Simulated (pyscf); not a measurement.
Thermochemistry of product channels of GeH₄ + Br• on the doublet surface, in kJ/mol, from ωB97M-D3(BJ)/def2-TZVP energies (ideal gas, 1 atm, RRHO with modes under 100 cm⁻¹ raised to 100, one conformer, R ln 2 for rigid chiral ones). PySCF, gas phase, ωB97X-D3(BJ)/def2-SVP geometries.

```csv
products,ΔE,ΔH(298 K),ΔG(600 K),ΔG(900 K)
GeH₃• + HBr,-9.5,-16.4,-41.7,-54.2
•H₂Ge–Br + H₂,-74.6,-83.8,-103.6,-115.2
H₃Ge–Br + H•,+15.6,+2.8,-0.4,-4.1
GeH₂ [singlet] + HBr + H•,+251.6,+226.2,+136.2,+89.3
```

These are energies of the channels, which say nothing of barriers. Left out: orbital degeneracy and the spin-orbit lowering of Br, which is large for Br, Se, Te and I. Elements up to Kr have no core potential and no relativistic terms here.
